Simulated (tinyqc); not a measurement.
Worked calculation: MP2 on RHF in the sto-6g basis, frozen core, for LiH, spin multiplicity 1. Computed by tinyqc, a small Python program that keeps every step (integrals from PySCF). Settings: charge = 0, multiplicity = 1, basis = sto-6g, method = RHF, frozen orbitals = 1, energy threshold = 1e-10, iteration cap = 56, orthogonalisation = symmetric, start = core, DIIS depth = 6. Command: `OMP_NUM_THREADS=1 python tinyqc.py 26659 26660 out.jsonl` (the two numbers bound the seeds that draw the settings). One thread of a shared host (Intel(R) Xeon(R) Processor @ 2.60GHz), about 0.1 s of CPU time with the checks. The early iterations of the SCF are left out here.

## One-electron integrals

Geometry (angstrom):
```
atom         x         y         z
Li    0.000000  0.000000  0.000000
H     0.000000  0.000000  1.527000
```

Basis sto-6g: exponents (1/bohr^2) and contraction coefficients of normalised primitives:
```
element  l (shell)    exponent  coefficient
Li           s (1)  167.175846     0.009164
Li           s (1)   30.651508     0.049361
Li           s (1)    8.575187     0.168538
Li           s (1)    2.945808     0.370563
Li           s (1)    1.143944     0.416492
Li           s (1)    0.471139     0.130334
Li           s (2)    6.597564    -0.013253
Li           s (2)    1.305830    -0.046992
Li           s (2)    0.405851    -0.033785
Li           s (2)    0.156146     0.250242
Li           s (2)    0.067814     0.595117
Li           s (2)    0.031084     0.240706
Li           p (3)    6.597564     0.003760
Li           p (3)    1.305830     0.037679
Li           p (3)    0.405851     0.173897
Li           p (3)    0.156146     0.418036
Li           p (3)    0.067814     0.425860
Li           p (3)    0.031084     0.101708
H            s (1)   35.523221     0.009164
H            s (1)    6.513144     0.049361
H            s (1)    1.822143     0.168538
H            s (1)    0.625955     0.370563
H            s (1)    0.243077     0.416492
H            s (1)    0.100112     0.130334
```

Overlap, kinetic and nuclear-attraction integrals over the contracted functions; the nuclear repulsion is the sum of Za Zb / Rab.

nuclear repulsion = 1.03964089 hartree

overlap S, order 1Li 1s, 1Li 2s, 1Li 2px, 1Li 2py, 1Li 2pz, 2H 1s:
```
[[1.000000, 0.235742, 0.000000, 0.000000, 0.000000, 0.079975],
 [0.235742, 1.000000, 0.000000, 0.000000, 0.000000, 0.415558],
 [0.000000, 0.000000, 1.000000, 0.000000, 0.000000, 0.000000],
 [0.000000, 0.000000, 0.000000, 1.000000, 0.000000, 0.000000],
 [0.000000, 0.000000, 0.000000, 0.000000, 1.000000, 0.524262],
 [0.079975, 0.415558, 0.000000, 0.000000, 0.524262, 1.000000]]
```

kinetic energy T (hartree), order 1Li 1s, 1Li 2s, 1Li 2px, 1Li 2py, 1Li 2pz, 2H 1s:
```
[[3.616742, -0.110723, 0.000000, 0.000000, 0.000000, -0.016034],
 [-0.110723, 0.106524, 0.000000, 0.000000, 0.000000, 0.046350],
 [0.000000, 0.000000, 0.320007, 0.000000, 0.000000, 0.000000],
 [0.000000, 0.000000, 0.000000, 0.320007, 0.000000, 0.000000],
 [0.000000, 0.000000, 0.000000, 0.000000, 0.320007, 0.139578],
 [-0.016034, 0.046350, 0.000000, 0.000000, 0.139578, 0.768522]]
```

nuclear attraction V (hartree), order 1Li 1s, 1Li 2s, 1Li 2px, 1Li 2py, 1Li 2pz, 2H 1s:
```
[[-8.413691, -0.909993, 0.000000, 0.000000, -0.018577, -0.341679],
 [-0.909993, -1.499014, 0.000000, 0.000000, -0.125886, -0.785799],
 [0.000000, 0.000000, -1.465213, 0.000000, 0.000000, 0.000000],
 [0.000000, 0.000000, 0.000000, -1.465213, 0.000000, 0.000000],
 [-0.018577, -0.125886, 0.000000, 0.000000, -1.566440, -1.013949],
 [-0.341679, -0.785799, 0.000000, 0.000000, -1.013949, -2.275490]]
```

core Hamiltonian H = T + V (hartree), order 1Li 1s, 1Li 2s, 1Li 2px, 1Li 2py, 1Li 2pz, 2H 1s:
```
[[-4.796948, -1.020716, 0.000000, 0.000000, -0.018577, -0.357713],
 [-1.020716, -1.392491, 0.000000, 0.000000, -0.125886, -0.739449],
 [0.000000, 0.000000, -1.145205, 0.000000, 0.000000, 0.000000],
 [0.000000, 0.000000, 0.000000, -1.145205, 0.000000, 0.000000],
 [-0.018577, -0.125886, 0.000000, 0.000000, -1.246432, -0.874371],
 [-0.357713, -0.739449, 0.000000, 0.000000, -0.874371, -1.506968]]
```

## Two-electron integrals

Functions are numbered as in S; the eight-fold symmetry (ij|kl) = (ji|kl) = (kl|ij) leaves the list below.

Two-electron integrals (ij|kl) in chemists' order, unique and non-zero (hartree):
```
(11|11) 1.681247   (21|11) 0.242603   (21|21) 0.044507   (22|11) 0.397190
(22|21) 0.090279   (22|22) 0.290625   (31|31) 0.009437   (32|31) 0.014261
(32|32) 0.064236   (33|11) 0.397190   (33|21) 0.090279   (33|22) 0.290625
(33|33) 0.313125   (41|41) 0.009437   (42|41) 0.014261   (42|42) 0.064236
(43|43) 0.016875   (44|11) 0.397190   (44|21) 0.090279   (44|22) 0.290625
(44|33) 0.279374   (44|44) 0.313125   (51|51) 0.009437   (52|51) 0.014261
(52|52) 0.064236   (53|53) 0.016875   (54|54) 0.016875   (55|11) 0.397190
(55|21) 0.090279   (55|22) 0.290625   (55|33) 0.279374   (55|44) 0.279374
(55|55) 0.313125   (61|11) 0.084014   (61|21) 0.015017   (61|22) 0.030459
(61|33) 0.030053   (61|44) 0.030053   (61|51) 0.001980   (61|52) 0.003877
(61|55) 0.031271   (61|61) 0.005589   (62|11) 0.162531   (62|21) 0.037230
(62|22) 0.122952   (62|33) 0.117140   (62|44) 0.117140   (62|51) 0.006486
(62|52) 0.034903   (62|55) 0.134574   (62|61) 0.014877   (62|62) 0.081150
(63|31) 0.003490   (63|32) 0.014970   (63|53) 0.005653   (63|63) 0.006504
(64|41) 0.003490   (64|42) 0.014970   (64|54) 0.005653   (64|64) 0.006504
(65|11) 0.191705   (65|21) 0.044448   (65|22) 0.152057   (65|33) 0.142081
(65|44) 0.142081   (65|51) 0.010151   (65|52) 0.053719   (65|55) 0.172008
(65|61) 0.018708   (65|62) 0.111137   (65|65) 0.155203   (66|11) 0.344787
(66|21) 0.080613   (66|22) 0.287759   (66|33) 0.263294   (66|44) 0.263294
(66|51) 0.017192   (66|52) 0.107767   (66|55) 0.336686   (66|61) 0.034370
(66|62) 0.233460   (66|65) 0.333656   (66|66) 0.774999
```

## Orthogonalisation

S = U s U^T; symmetric (Loewdin) form X = U s^(-1/2) U^T, so that X^T S X = 1.

eigenvalues of S: [0.327353, 0.802392, 1.000000, 1.000000, 1.162326, 1.707930]

X, order 1Li 1s, 1Li 2s, 1Li 2px, 1Li 2py, 1Li 2pz, 2H 1s:
```
[[1.021904, -0.123330, 0.000000, 0.000000, -0.001448, -0.001345],
 [-0.123330, 1.121358, 0.000000, 0.000000, 0.125191, -0.300148],
 [0.000000, 0.000000, 1.000000, 0.000000, 0.000000, 0.000000],
 [0.000000, 0.000000, 0.000000, 1.000000, 0.000000, 0.000000],
 [-0.001448, 0.125191, 0.000000, 0.000000, 1.157312, -0.377841],
 [-0.001345, -0.300148, 0.000000, 0.000000, -0.377841, 1.256324]]
```

## Iteration 7 (converged): orbitals

converged F (hartree), order 1Li 1s, 1Li 2s, 1Li 2px, 1Li 2py, 1Li 2pz, 2H 1s:
```
[[-2.384130, -0.617860, 0.000000, 0.000000, 0.012374, -0.212499],
 [-0.617860, -0.212297, 0.000000, 0.000000, -0.109483, -0.278159],
 [0.000000, 0.000000, 0.162629, 0.000000, 0.000000, 0.000000],
 [0.000000, 0.000000, 0.000000, 0.162629, 0.000000, 0.000000],
 [0.012374, -0.109483, 0.000000, 0.000000, -0.008991, -0.240806],
 [-0.212499, -0.278159, 0.000000, 0.000000, -0.240806, -0.167529]]
```

Diagonalise F' = X^T F X, C = X C', fill 2 alpha and 2 beta electrons from the bottom; D = 2 C_occ C_occ^T. Each column has its largest component positive (the first on a tie).

F' = X^T F X (hartree):
```
[[-2.336792, -0.328991, 0.000000, 0.000000, 0.027239, -0.054336],
 [-0.328991, 0.010934, 0.000000, 0.000000, 0.027795, -0.285478],
 [0.000000, 0.000000, 0.162629, 0.000000, 0.000000, 0.000000],
 [0.000000, 0.000000, 0.000000, 0.162629, 0.000000, 0.000000],
 [0.027239, 0.027795, 0.000000, 0.000000, 0.165848, -0.325055],
 [-0.054336, -0.285478, 0.000000, 0.000000, -0.325055, 0.128961]]
```

orbital energies (hartree): [-2.385624, -0.291975, 0.079234, 0.162629, 0.162629, 0.567316]

coefficients C, order 1Li 1s, 1Li 2s, 1Li 2px, 1Li 2py, 1Li 2pz, 2H 1s:
```
[[0.993761, -0.163173, -0.198299, 0.000000, 0.000000, 0.077413],
 [0.023392, 0.439638, 0.798675, 0.000000, 0.000000, -0.739394],
 [0.000000, 0.000000, 0.000000, 0.592277, 0.805734, 0.000000],
 [0.000000, 0.000000, 0.000000, 0.805734, -0.592277, 0.000000],
 [-0.006241, 0.348216, -0.616328, 0.000000, 0.000000, -0.998327],
 [0.005046, 0.551517, -0.125803, 0.000000, 0.000000, 1.221140]]
```

D after iteration 7, order 1Li 1s, 1Li 2s, 1Li 2px, 1Li 2py, 1Li 2pz, 2H 1s:
```
[[2.028373, -0.096982, 0.000000, 0.000000, -0.126043, -0.169956],
 [-0.096982, 0.387658, 0.000000, 0.000000, 0.305886, 0.485172],
 [0.000000, 0.000000, 0.000000, 0.000000, 0.000000, 0.000000],
 [0.000000, 0.000000, 0.000000, 0.000000, 0.000000, 0.000000],
 [-0.126043, 0.305886, 0.000000, 0.000000, 0.242587, 0.384031],
 [-0.169956, 0.485172, 0.000000, 0.000000, 0.384031, 0.608392]]
```

Within a degenerate level the vectors are fixed only up to a rotation; this is one choice.

## Convergence

Stop when the energy changes by less than 1e-10 hartree and every element of the error matrix X^T (F D S - S D F) X is below 3e-06.

Course of the cycle:
```
iteration  E (hartree)     change  largest element of the error matrix
1          -7.91185521          -                             1.89e-01
2          -7.95254113  -4.07e-02                             2.37e-02
3          -7.95328703  -7.46e-04                             4.15e-03
4          -7.95337555  -8.85e-05                             1.27e-03
5          -7.95338538  -9.83e-06                             2.56e-05
6          -7.95338538  -1.85e-09                             1.50e-06
7          -7.95338538  -2.83e-12                             1.65e-08
```

PySCF RHF in the same basis = -7.95338538 hartree

Converged in 7 iterations.

## Integrals over molecular orbitals

(pq|rs) = sum C_ip C_jq C_kr C_ls (ij|kl), one index at a time.

one-electron integrals over orbitals h = C^T H C (hartree):
```
[[-4.789023, 0.107401, 0.170150, 0.000000, 0.000000, -0.034572],
 [0.107401, -1.526404, 0.030902, 0.000000, 0.000000, -0.071929],
 [0.170150, 0.030902, -1.136329, 0.000000, 0.000000, 0.036380],
 [0.000000, 0.000000, 0.000000, -1.145205, 0.000000, 0.000000],
 [0.000000, 0.000000, 0.000000, 0.000000, -1.145205, 0.000000],
 [-0.034572, -0.071929, 0.036380, 0.000000, 0.000000, -0.946027]]
```

Two-electron integrals over orbitals (pq|rs), unique and non-zero (hartree); the lowest 1 orbital is frozen and left out:
```
(22|22) 0.495300    (32|22) -0.045896   (32|32) 0.011582    (33|22) 0.224961
(33|32) 0.006335    (33|33) 0.340193    (42|42) 0.023448    (43|42) 0.018972
(43|43) 0.041384    (44|22) 0.273726    (44|32) 0.004966    (44|33) 0.282689
(44|44) 0.313125    (52|52) 0.023448    (53|52) 0.018972    (53|53) 0.041384
(54|54) 0.016875    (55|22) 0.273726    (55|32) 0.004966    (55|33) 0.282689
(55|44) 0.279374    (55|55) 0.313125    (62|22) 0.132232    (62|32) -0.032714
(62|33) -0.011406   (62|44) -0.012720   (62|55) -0.012720   (62|62) 0.124484
(63|22) -0.049821   (63|32) 0.007784    (63|33) 0.035528    (63|44) 0.001030
(63|55) 0.001030    (63|62) -0.029901   (63|63) 0.025151    (64|42) -0.019603
(64|43) -0.014153   (64|64) 0.019904    (65|52) -0.019603   (65|53) -0.014153
(65|65) 0.019904    (66|22) 0.458997    (66|32) -0.040821   (66|33) 0.241475
(66|44) 0.269719    (66|55) 0.269719    (66|62) 0.139489    (66|63) -0.042464
(66|66) 0.457792
```

## Second-order Moller-Plesset energy

Hartree-Fock energy = -7.95338538 hartree

E2 = sum_ijab (ia|jb) [2 (ia|jb) - (ib|ja)] / (e_i + e_j - e_a - e_b) over occupied i, j and virtual a, b; the opposite-spin part is (ia|jb)^2 / denominator, the rest is same-spin, and SCS-MP2 scales them by 6/5 and 1/3.

Terms:
```
i  j  a  b    (ia|jb)    (ib|ja)  denominator       term
2  2  6  6   0.124484   0.124484    -1.718581  -0.009017
2  2  6  3  -0.032714  -0.032714    -1.230500  -0.000870
2  2  3  6  -0.032714  -0.032714    -1.230500  -0.000870
2  2  5  5   0.023448   0.023448    -0.909208  -0.000605
2  2  4  4   0.023448   0.023448    -0.909208  -0.000605
2  2  3  3   0.011582   0.011582    -0.742418  -0.000181
```

Pair energies (hartree; pair i-j sums ij and ji):
```
pair  opposite spin  same spin
2-2       -0.012147          0
```

MP2 correlation energy = -0.01214652 hartree

SCS-MP2 correlation energy = -0.01457583 hartree

MP2 total energy = -7.96553190 hartree
